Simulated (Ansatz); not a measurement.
Reaction (atomization): `O=NO` → H• + N• + 2 O•

Program: Ansatz. Geometries: PBE0-D4/def2-TZVP. ΔE: electronic, gas phase. CCSD(T)/CBS is frozen-core, at the limit of the def2 triple- and quadruple-zeta sets. DFT in def2-TZVPP. Open shells (•) are unrestricted, without spin–orbit coupling. Spin–orbit coupling would lower the free atoms: a little for O. One conformer a species, not always the lowest.

```json
{"level": "ωB97X-V", "ΔE (kJ/mol)": "1321.0"}
{"level": "CCSD/CBS(def2)", "ΔE (kJ/mol)": "1231.0"}
{"level": "CCSD(T)/cc-pV(Q+d)Z", "ΔE (kJ/mol)": "1274.3"}
{"level": "CCSD/CBS(cc)", "ΔE (kJ/mol)": "1231.9"}
```

Problem. What does CCSD(T)/CBS give? (An estimate is asked.)

Solution. Computed: +1299.6 kJ/mol. The listed levels differ from it by 21.4, -68.6, -25.3, -67.7 kJ/mol.

Largest T1 diagnostic among the species: 0.020, so the coupled-cluster value is less sure than usual.

Leaving LDA and LC-ωPBE aside and taking each functional with its dispersion term where it has one, the values, not all of them listed here, spread over 301.5 kJ/mol, from BHLYP-D4 to PBE-D4. LDA lies +267.4 kJ/mol from PBE without D4, its usual overbinding. In def2-TZVPP, CCSD(T) changes the Hartree–Fock value by +712.0 kJ/mol (the triples alone add +61.8 kJ/mol) and MP2 by +780.7 kJ/mol; breaking electron pairs costs correlation energy, which Hartree–Fock lacks. From PBE to PBE0 (25 % exact exchange), in def2-TZVPP and without D4, ΔE moves by −137.8 kJ/mol: exact exchange takes away binding that semilocal exchange gives to molecules.

CCSD(T)/CBS has its own doubt, a few kJ/mol and more with outer-core shells, so smaller differences from it don't rank the levels.
